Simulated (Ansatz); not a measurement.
## Zinc-blende BP: TO phonon frequency at L by level of theory

No measured value is used here.

```
level (code)                   value (cm⁻¹)  cell (Å³/atom)
-----------------------------  ------------  --------------
LDA (Ansatz)                            782           11.32
PBE (Ansatz)                              …           11.76
PBE-D3(BJ) (Ansatz)                     782           11.45
r²SCAN+rVV10 (Ansatz)                   777           11.63
B3LYP (VWN-RPA form) (Ansatz)             …           11.86
r²SCANh (Ansatz)                        786           11.61
Hartree–Fock (Ansatz)                   831           12.04
```

Complete the blanks.


- PBE (Ansatz, a program for electronic structure), value (cm⁻¹): 758
- B3LYP (VWN-RPA form) (Ansatz), value (cm⁻¹): 766

PBE-D3(BJ): the dispersion coefficients are held fixed in the derivatives. Each level is taken at its own relaxed cell. Cutoffs and k meshes differ between the levels. Ansatz's density-functional and Hartree–Fock values are scalar-relativistic unless marked +SOC, with PAW data made under PBE.
